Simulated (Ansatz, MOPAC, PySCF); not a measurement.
Stepwise substitution at one centre (Si F-SH). Isolated molecules, 0 K electronic values unless said otherwise. One relaxed conformer stands for each flexible species; it need not be the lowest. Strings in code marks are SMILES.

Quantity: redistribution energy (mixed species minus the weighted end members), in kJ/mol. Semi-empirical values (MOPAC) are differences of heats of formation.

Level 1: frozen-core CCSD(T)/cc-pVTZ // PBE0-D3(BJ)/def2-TZVP (Ansatz, a program for electronic structure)
Level 2: PBE-D3(BJ)/def2-TZVP // PBE0-D3(BJ)/def2-TZVP (PySCF)
Level 3: PM6 // PBE0-D3(BJ)/def2-TZVP (MOPAC)
Level 4: PM7 // PBE0-D3(BJ)/def2-TZVP (MOPAC)

```csv
species,level 2,level 3,level 4
"2 of 4 F replaced by SH: `F[Si](F)(S)S` (S–Si–S–H torsion 49°, S–Si–S–H torsion 49°)",5.97,-28.01,-1.80
3 of 4 F replaced by SH: `F[Si](S)(S)S`,6.02,-18.74,-2.58
1 of 4 F replaced by SH: `S[Si](F)(F)F`,4.22,-22.11,-9.96
```

Question: What does level 1 give for each, and how far do the other levels lie from it on average?

Answer: 
- 2 of 4 F replaced by SH: `F[Si](F)(S)S` (S–Si–S–H torsion 49°, S–Si–S–H torsion 49°): 10.51
- 3 of 4 F replaced by SH: `F[Si](S)(S)S`: 9.58
- 1 of 4 F replaced by SH: `S[Si](F)(F)F`: 7.31
Mean absolute difference from level 1, which has limits of its own, over these rows (drawn at random from the members that have all these levels): level 2 3.73 kJ/mol, level 3 32.08 kJ/mol, level 4 13.91 kJ/mol.
